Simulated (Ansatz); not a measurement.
System (SMILES): C#N (CH-N).
Atoms: C1, N2, H3. Bonds: C1-N2, C1-H3.

Basis-set convergence of the optimised C1-H3 bond length at PBE with Ansatz (a first-principles code). All functions are spherical. No added dispersion term, no relativity. Reference: the value in aug-pcseg-3, 1.0748 Å. Deviations are taken from unrounded values.

```csv
basis,functions,optimised C1-H3 bond length (Å),minus reference (Å)
def2-SV(P),30,1.0897,0.0148
def2-SVPD,48,1.0854,0.0105
aug-cc-pVDZ,55,1.0826,0.0078
aug-pcseg-1,55,1.0830,0.0081
"6-311++G(2d,2p)",64,1.0746,-0.0002
cc-pVTZ,74,1.0747,-0.0002
aug-pcseg-2,115,1.0751,0.0003
pcseg-3,153,1.0748,0.0000
aug-pcseg-3,219,1.0748,0.0000
```

The smallest set listed that lies within 0.005 Å of the reference with all its larger relatives (same family, alike in diffuse functions; a set with none counts only in the reference's own line) is 6-311++G(2d,2p) (64 functions, -0.0002 Å off). Inside, with no larger relative to test it: pcseg-3. (Relatives not listed, tested too: 6-311++G(3df,3pd) 0.0003, cc-pVQZ -0.0001 Å.)
